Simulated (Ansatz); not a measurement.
# AlSF+ (doublet): the correlation ladder, def2-TZVPP

One table from this session's results is given with a row withheld; the runs are named, their logs left out.

Method: def2-TZVPP, core rule «outside noble gas», up to 11 orbitals frozen; program: Ansatz 0.2.0, Gaussian basis.

To be run: UHF; ROHF; CCSD(T) on UHF.

2 further runs of the same task are left out: 2 set aside as unsound or not needed.

## The system

The geometry is a PBE0/def2-TZVP stationary point (not a proven minimum) of the parent state, kept for this charge and spin.

3 atoms, charge 1, spin multiplicity 2.

Atoms are counted from 1 here; the program's logs count them from 0.

Bond lengths: F1–Al2 1.631 Å, Al2–S3 1.996 Å. Angles: F1–Al2–S3 180.0°.

Set-up of the first run:

in.yaml

```yaml
crystal:
  periodic: [false, false, false]
  atoms:
    - {symbol: F, position_ang: [0.000000, 0.000000, -1.752567]}
    - {symbol: Al, position_ang: [0.000000, 0.000000, -0.121767]}
    - {symbol: S, position_ang: [0.000000, 0.000000, 1.874333]}
basis:
  gaussian: {orbitals: def2-TZVPP}
total_charge: 1
magnetization: {spin_polarized: true, initial_magnetization: 1}
hamiltonian: {xc: hf}
output: {orbitals: {seedname: orbitals}}
```

The run is started by

```console
$ ansatz run in.yaml --threads 1 --pin off --events-out ev --progress --plain --max-ram 4096MiB --backend cpu
```

Among the steps run: UHF; ROHF; CCSD(T) on UHF.

One of the session's tables, all rows but one given; the rest of the session is left out.

```
  method  from UCCSD(T) (kcal/mol)
    ROHF                   +300.35
     UHF                   +297.21
    UMP2                         ?
   UCCSD                    +10.22
UCCSD(T)                         0
```

Q: Estimate the row for UMP2 from the others.

As computed: from UCCSD(T) (kcal/mol): +23.36. In the column «from UCCSD(T) (kcal/mol)» it lies between UCCSD (+10.22) and UHF (+297.21).
